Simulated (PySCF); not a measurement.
A made-up structure of AlHSO, closed shell:

| atom | x (Å) | y (Å) | z (Å) |
| --- | --- | --- | --- |
| O1 | 1.0614 | -0.8972 | 0.4927 |
| Al2 | -0.0983 | 0.4359 | -0.2510 |
| S3 | -0.8369 | -1.4850 | 0.8875 |
| H4 | -0.1262 | 1.9464 | -1.1293 |

It is relaxed with PBE-D4/def2-SVP and then PBE0-D4/def2-TZVP (PySCF 2.14 with density fitting (its default auxiliary sets; JK sets also for MP2 and CCSD(T))). Atoms count as bonded within 1.22 times the sum of their covalent radii (H–H: 0.88 Å). The end point is not checked to be a true minimum.

Q: Does its bonding change? (A judgement: the text doesn't fix the answer.)

A: Computed: No: no bond forms or breaks.

Where it ends: The first stage lowers the energy by 0.76 eV in 9 steps. It ends as AlHSO ([O]1[AlH][S]1):
O1  (0.940, -0.819, 0.448)
Al2  (-0.076, 0.386, -0.220)
S3  (-0.764, -1.320, 0.794)
H4  (-0.079, 1.734, -1.004)
(Å)

Labels in which every atom is bracketed show which atoms are joined, not bond orders.

For scale, one of the runs: PBE0-D4/def2-TZVP relaxation, 111 basis functions, launched by `OMP_NUM_THREADS=2 python run.py`. The run took 24 s on 2 CPU threads of an INTEL XEON PLATINUM 8581C (shared host), with 1.1 GiB of host memory at its peak.
